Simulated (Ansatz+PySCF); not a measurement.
The numbers below are computed, except where a source is named.
## PySCF 2.14.0 run

```python
from pyscf import gto, scf, mp

# the (T+d) and (D+d) sets load through basis_set_exchange
mol = gto.M(atom="""
C 0.000000 0.000000 -0.718050
S 0.000000 0.000000 0.718050
""", basis={'C': 'cc-pvtz', 'S': 'cc-pv(t+d)z'}, charge=1, spin=1)
mf = scf.UHF(mol)
mf.kernel()
pt = mp.MP2(mf, frozen=6).run()
print(mf.e_tot, pt.e_corr, pt.e_tot)
```

The script is written out from the run's settings.

Output:

| Item | Value |
| --- | --- |
| Converged | yes |
| Reference energy | -434.98793 hartree |
| Correlation energy | -0.22807 hartree |
| Total energy | -435.21599 hartree |
| Spin squared of the determinant | 1.297 |

Caution: large share of triples, a single reference is doubtful; the unrestricted determinant is spin contaminated.
